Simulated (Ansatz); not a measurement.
Results of rVV10 in Ansatz (plane waves, PAW) for zinc-blende MgS (metastable phase).

Numerical settings: plane-wave cutoff 520 eV, 10×10×10 k mesh, Fermi–Dirac smearing 0.01 eV, scalar-relativistic PAW data made under PBE.

Response to compression and expansion:

| V (Å³/atom) | P (GPa) | direct gap at Γ (eV) |
|---|---|---|
| 21.577 | 3.99 | 3.570 |
| 22.036 | 2.52 | 3.455 |
| 22.495 | 1.20 | 3.344 |
| 22.955 | 0.00 | 3.238 |
| 23.414 | -1.08 | 3.136 |
| 23.873 | -2.05 | 3.037 |
| 24.332 | -2.93 | 2.942 |

A straight line through the gaps at Γ against ln V gives a volume deformation potential dE_g(Γ)/d ln V of -5.2 eV: the gap at Γ widens under compression.

Measured, for comparison: band gap 4.78 ± 0.1 eV (temperature not stated, extrapolated in composition from an alloy gap of 4.19 eV, direct; extrapolated from a Zn0.2Mg0.8S0.645Se0.355 epilayer; as tabulated in Lucero et al. (2012), arXiv:1111.4515).

Ansatz is a first-principles code.
